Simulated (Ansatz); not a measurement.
C₃H₄F₂ (`FC1(F)CC1`), relaxed with RKS PBE-D4/def2-SVP in Ansatz 0.2.0 from a rough embedded geometry. The force threshold is 0.03 eV/Å; the program also tests the step.

The species carries charge 0 and has multiplicity 1.

Start:

```xyz
9

F     0.269    1.824   -0.768
C    -0.321    0.702   -0.098
F    -1.567    1.092    0.357
C     0.522   -0.170    0.727
C    -0.144   -0.670   -0.588
H     1.572   -0.077    0.749
H     0.071   -0.578    1.632
H    -0.963   -1.307   -0.539
H     0.561   -0.815   -1.473
```

| step | energy (eV) | largest force (eV/Å) | largest move (Å) |
| --- | --- | --- | --- |
| 1 | -8592.9720 | 2.796 | 0.000 |
| 2 | -8593.2050 | 1.407 | 0.040 |
| 3 | -8593.2365 | 0.482 | 0.047 |
| 4 | -8593.2523 | 0.035 | 0.036 |
| 5 | -8593.2525 | 0.044 | 0.008 |
| 6 | -8593.2528 | 0.008 | 0.006 |

End:

```xyz
9

F     0.273    1.761   -0.741
C    -0.322    0.726   -0.099
F    -1.543    1.105    0.349
C     0.505   -0.194    0.725
C    -0.128   -0.657   -0.609
H     1.593   -0.025    0.742
H     0.065   -0.577    1.659
H    -0.985   -1.345   -0.555
H     0.542   -0.793   -1.472
```

Run time 10 s (2 threads of a server CPU on a shared host); peak host memory 0.16 GiB.
